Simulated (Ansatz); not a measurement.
**BH₂NSi (SMILES B[Si]#N): single points off equilibrium**

Aim: energy, forces and dipole at a structure displaced at random from a GFN2-xTB minimum, from CCSD(T) and from density functionals.

Computed with Ansatz 0.2.0, Gaussian basis. Level: single points in def2-TZVPP.

Cores are frozen in the correlated methods.

## Step 1: Where the work starts

SMILES `B[Si]#N`, 5 atoms, charge 0, spin multiplicity 1.

Atoms are counted from 1 here; the program's logs count them from 0.

Bond lengths: B1–Si2 1.886 Å, B1–H4 1.174 Å, B1–H5 1.206 Å, Si2–N3 1.584 Å. Angles: Si2–B1–H4 122.3°, Si2–B1–H5 121.3°, H4–B1–H5 116.4°, B1–Si2–N3 178.1°.

Coordinates:

```mol
BH2NSi
  3D, bonds by distance, orders not assigned

  5  4  0  0  0  0  0  0  0  0999 V2000
   -0.4716    0.5585   -0.3860 B   0  0
    0.6479   -0.7038    0.4573 Si  0  0
    1.5515   -1.7709    1.2016 N   0  0
   -1.4143    0.2430   -1.0097 H   0  0
   -0.2658    1.7424   -0.2883 H   0  0
  1  2  8  0
  1  4  8  0
  1  5  8  0
  2  3  8  0
M  END
```

## Step 2: CCSD(T)/def2-TZVPP

run/in.yaml reads:

```yaml
crystal:
  periodic: [false, false, false]
  atoms:
    - {symbol: B, position_ang: [-0.471600, 0.558500, -0.386000]}
    - {symbol: Si, position_ang: [0.647900, -0.703800, 0.457300]}
    - {symbol: N, position_ang: [1.551500, -1.770900, 1.201600]}
    - {symbol: H, position_ang: [-1.414300, 0.243000, -1.009700]}
    - {symbol: H, position_ang: [-0.265800, 1.742400, -0.288300]}
basis:
  gaussian: {orbitals: def2-TZVPP}
correlation: {method: ccsd_t}
output: {forces: true}
```

The command line of these runs was not kept.

## Step 3: PBE0-D4/def2-TZVPP

run/in.yaml: that of step 2 with these lines changed.

```diff
@@ -10,3 +10,3 @@
   gaussian: {orbitals: def2-TZVPP}
-correlation: {method: ccsd_t}
-output: {forces: true}
+hamiltonian: {xc: pbe0, dispersion: d4}
+output: {forces: true, orbitals: {seedname: orbitals}}
```

## Step 4: wB97M-V/def2-TZVPP

run/in.yaml: that of step 3 with these lines changed.

```diff
@@ -10,3 +10,3 @@
   gaussian: {orbitals: def2-TZVPP}
-hamiltonian: {xc: pbe0, dispersion: d4}
-output: {forces: true, orbitals: {seedname: orbitals}}
+hamiltonian: {xc: {name: wB97M-V}}
+output: {forces: true}
```

## Step 5: r2SCAN-D4/def2-TZVPP

run/in.yaml: that of step 4 with these lines changed.

```diff
@@ -10,3 +10,3 @@
   gaussian: {orbitals: def2-TZVPP}
-hamiltonian: {xc: {name: wB97M-V}}
+hamiltonian: {xc: r2scan, dispersion: d4}
 output: {forces: true}
```

## Step 6: PBE-D4/def2-TZVPP

run/in.yaml: that of step 5 with these lines changed.

```diff
@@ -10,3 +10,3 @@
   gaussian: {orbitals: def2-TZVPP}
-hamiltonian: {xc: r2scan, dispersion: d4}
+hamiltonian: {xc: pbe, dispersion: d4}
 output: {forces: true}
```

## Step 7: BLYP-D4/def2-TZVPP

run/in.yaml: that of step 6 with these lines changed.

```diff
@@ -10,3 +10,3 @@
   gaussian: {orbitals: def2-TZVPP}
-hamiltonian: {xc: pbe, dispersion: d4}
+hamiltonian: {xc: {name: BLYP}, dispersion: d4}
 output: {forces: true}
```

## Step 8: BHLYP-D4/def2-TZVPP

run/in.yaml: that of step 7 with these lines changed.

```diff
@@ -10,3 +10,3 @@
   gaussian: {orbitals: def2-TZVPP}
-hamiltonian: {xc: {name: BLYP}, dispersion: d4}
+hamiltonian: {xc: {name: BHLYP}, dispersion: d4}
 output: {forces: true}
```

(Steps that only read results are left out.)

**Question.** What will these runs give? Wanted: energy less free atoms, CCSD(T)/def2-TZVPP; RMS force component; RMS force error; HOMO and LUMO, PBE0-D4; T1 diagnostic.

**Answer**, as computed:

```
                                  quantity                                                                                            value
energy less free atoms, CCSD(T)/def2-TZVPP                                                                                   -1380.1 kJ/mol
                       RMS force component                                                             0.522 to 1.122 eV/Å over the methods
                           RMS force error  PBE0-D4 0.478, wB97M-V 0.700, r2SCAN-D4 0.289, PBE-D4 0.152, BLYP-D4 0.094, BHLYP-D4 0.897 eV/Å
                    HOMO and LUMO, PBE0-D4                                                                               -7.68 and -4.37 eV
                             T1 diagnostic                                                                                            0.037
```

What this shows: Against CCSD(T) the functionals' energies less atoms differ by -128.9 to +50.4 kJ/mol, PBE-D4 by -128.9 kJ/mol. A larger basis would deepen the CCSD(T) value, while the functionals are nearly converged already, so the order here is not reliable. For forces BLYP-D4 does best and BHLYP-D4 worst. Frozen-core CCSD(T) forces in triple zeta carry basis errors of their own, and this is one geometry, so small gaps rank nothing. The T1 diagnostic is large here, over the usual mark for main-group molecules (transition-metal compounds often pass it harmlessly), so CCSD(T) itself may be off. The restricted Hartree–Fock reference is unstable towards an unrestricted one at one or more of these structures.
